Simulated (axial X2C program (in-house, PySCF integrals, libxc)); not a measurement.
**Nuclear properties of PNC⁺**

Calculated with an axial X2C code built on PySCF integrals: two-component X2C with atomic mean-field Coulomb and Gaunt terms, Gaussian nuclei, basis P dyall-v3z, N dyall-av3z, C dyall-v3z with contracted cores.

P–N–C held linear, with bonds 1.585 and 1.221 Å (near the PBE0 minimum at charge 1 of the determinant lowest at the starting distance; the state shown can have its own minimum elsewhere, held linear; other orders of the atoms were not compared).

Determinant lowest in the PBE0 search, Ω = 1/2 (⟨Sz⟩ = -0.50, ⟨Lz⟩ = 1.00 at PBE0), spin on the atoms P -0.46, N 0.06, C -0.10:

```json
{"level": "PBE0", "Eeff magnitude (GV/cm)": "0.0252", "Ws magnitude P (kHz)": "0.0195", "A∥/gI P (MHz)": "836", "qzz P (a.u.)": "-1.12", "A∥/gI N (MHz)": "34.1", "qzz N (a.u.)": "-0.05", "A∥/gI C (MHz)": "83.2", "qzz C (a.u.)": "-1.10"}
{"level": "HF", "Eeff magnitude (GV/cm)": "0.0475", "Ws magnitude P (kHz)": "0.0368", "A∥/gI P (MHz)": "775", "qzz P (a.u.)": "-1.26", "A∥/gI N (MHz)": "18.6", "qzz N (a.u.)": "-0.02", "A∥/gI C (MHz)": "67.3", "qzz C (a.u.)": "-1.24"}
{"level": "TPSSh", "Eeff magnitude (GV/cm)": "0.0266", "Ws magnitude P (kHz)": "0.0204", "A∥/gI P (MHz)": "762", "qzz P (a.u.)": "-1.04", "A∥/gI N (MHz)": "34.6", "qzz N (a.u.)": "-0.06", "A∥/gI C (MHz)": "79", "qzz C (a.u.)": "-1.08"}
```

Determinant 0.03 eV from it at PBE0 and this distance, Ω = 3/2 (⟨Sz⟩ = 0.50, ⟨Lz⟩ = 1.00 at PBE0), spin on the atoms P 0.46, N -0.06, C 0.10:

```tsv
level	Eeff magnitude (GV/cm)	Ws magnitude P (kHz)	A∥/gI P (MHz)	qzz P (a.u.)	A∥/gI N (MHz)	qzz N (a.u.)	A∥/gI C (MHz)	qzz C (a.u.)
PBE0	0.0287	0.00746	172	-1.13	9.55	-0.05	22.8	-1.10
HF	0.0566	0.0146	227	-1.28	-3.72	-0.02	22	-1.24
TPSSh	0.0296	0.00762	181	-1.05	15.1	-0.07	24.9	-1.08
```

Eeff is the effective electric field on the electron electric dipole moment in this Ω state and Ws the scalar–pseudoscalar constant of the nucleus named (defined with the proton number Z and per Ω); A∥ (defined per Ω) follows by multiplying with gI = μI/(I μN); qzz is the electric field gradient, eQq0 = 234.96 MHz × Q/barn × qzz. The operators were transformed with the bare-nucleus X2C matrices; with these basis sets, hyperfine constants and field gradients can be off by tens of per cent, and where levels differ in sign neither size nor sign is settled.

Problem. With gI(31P) = 2.2632, gI(14N) = 0.4038, gI(13C) = 1.4048 (g factors from the IAEA table of nuclear moments by Stone), turn the PBE0 values of the first state into constants in MHz.

Solution. A∥(31P) = 836 × 2.2632 = 1890 MHz; A∥(14N) = 34.1 × 0.4038 = 13.8 MHz; A∥(13C) = 83.2 × 1.4048 = 117 MHz.

The molecule was held linear; bending was not examined, so a bent shape may lie lower.

Each state is one determinant with collinear spin. Unrestricted Hartree–Fock can overshoot spin polarisation at the nuclei. The search compared states at one distance, so a state with another bond length can lie lower. Where a field gradient or hyperfine factor spreads by more than a factor of two over the levels, a constant derived from it is not to be relied on. PBE0 term energies can be off by some tenths of an eV.
